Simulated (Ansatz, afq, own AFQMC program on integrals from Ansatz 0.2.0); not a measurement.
GeH$_{2}$⁻, doublet: AFQMC among the cluster methods

```yaml
atoms:
  - { symbol: Ge, position_ang: [0.0000, -0.0307, 0.0000] }
  - { symbol: H, position_ang: [0.0000, 1.1080, -1.1584] }
  - { symbol: H, position_ang: [0.0000, 1.1080, 1.1584] }
```

Basis aug-cc-pVTZ. Noble-gas cores (and the filled d shells of Ga–Kr and In–Xe) are frozen. Integrals, coupled cluster, full CI and functionals: Ansatz 0.2.0; the random walks run on the same integrals in our own AFQMC program. ph-AFQMC/CISD is guided by a CISD state made of CCSD amplitudes; releasing the constraint for a short imaginary time cuts its bias at the price of noise, slowly where states lie close. Free projection: walkers drawn from exp(T), propagated without any constraint. Its projection time is finite, and what remains of the start isn't in its error. Uncertainties: one standard error, sampling alone. No spin–orbit coupling.

Determinant: UHF, the one that the program's search chose, which needn't be the lowest solution. The geometry is a PBE0/def2-TZVPD stationary point of this or a neighbouring charge and spin state.

No full CI on the walks' own integrals is used here; CCSDT(Q) serves as the reference and is uncertain by about the last step of the cluster series.

Cautions: no relativity below Rb; no spin-orbit coupling; inner d shell frozen.

The T1 diagnostic is 0.0180 and the weight of the determinant in the CISD state is 0.902. The ⟨S²⟩ of the determinant is 0.768. The size of the correlated space is 7 electrons in 91 orbitals.

```tsv
level	correlation energy (eV)
MP2	-3.2899
CCSD	-3.9358
CCSD(T)	-4.0817
```

**Question.** Estimate where free-projection AFQMC lies against CCSD(T) on the same integrals.

**Answer.** 1.19 ± 0.18 mEh below CCSD(T).

Reference: CCSDT(Q), correlation energy -4.113 eV. The released energy is read at 2.40 1/Eh (meV from the phaseless value at times in 1/Eh: -3 ± 4 at 0.24, -6 ± 3 at 0.51, -7 ± 3 at 0.99, -8 ± 3 at 1.62, -10 ± 3 at 2.40).

```csv
level,E − E(reference) (mEh),share of correlation (%)
CCSD(T),1.16,99.23
CCSDT,0.22,99.85
ph-AFQMC/HF,0.75 ± 0.75,99.50
ph-AFQMC/CISD,0.50 ± 0.16,99.67
released AFQMC,0.14 ± 0.12,99.91
free AFQMC,-0.03 ± 0.18,100.02
```

Free projections are given only where their last times agree within the noise and don't stop above the reference; a slow remainder of the start can still hide under it. A walk keeps the symmetry of its determinant, which the program's search chose and which needn't be the lowest solution, so a lower state of the same spin and another symmetry isn't excluded. Released energies are given only where the last usable release times agree within the noise; a slower fall can still hide under it.
